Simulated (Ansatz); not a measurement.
Rutile MnO2 was calculated with r²SCAN in Ansatz (plane waves, PAW).

Numerical settings: plane-wave cutoff 560 eV, 8×8×12 k mesh (along the axes of the cell as run), Fermi–Dirac smearing 0.01 eV, spin-polarised with opposed moments, scalar-relativistic PAW data made under PBE.

Shape and atoms are relaxed at each volume.

Pressure at four volumes; x = ln(V/9.161 Å³). One pressure is withheld.

```csv
V (Å³/atom),x,P (GPa)
8.795,-0.0408,?
8.978,-0.0202,5.43
9.161,0.0000,0.00
9.528,0.0393,-9.12
```

Problem. Pass a parabola P(x) through the three rows shown, estimate the bulk modulus and its pressure derivative near zero pressure, and predict the withheld pressure.

Solution. Slopes between the rows: (0.00 − (5.43))/(0.0000 − (-0.0202)) = -268.81 and (-9.12 − (0.00))/(0.0393 − (0.0000)) = -232.06 GPa. Their difference over the span 0.0595 is c = 36.75/0.0595 = 617.6 GPa, so P(x) = 5.43 + (-268.81)(x − (-0.0202)) + 617.6 (x − (-0.0202))(x − (0.0000)). At the middle row B = −dP/dx = −[-268.81 + 617.6 × 0.0202] = 256.3 GPa, and B′ = dB/dP = 2c/B = 4.8. At x = -0.0408 the parabola gives 11.49 GPa; the run gives 11.52 GPa. The Birch–Murnaghan fit to the energies at all volumes has B0 = 256 GPa and B′ = 4.8.

Note: the collinear magnetic order is the start's and need not be the measured one; without U or exact exchange, gaps and moments of open d shells tend to come out too small.

Ansatz is a program for electronic structure.
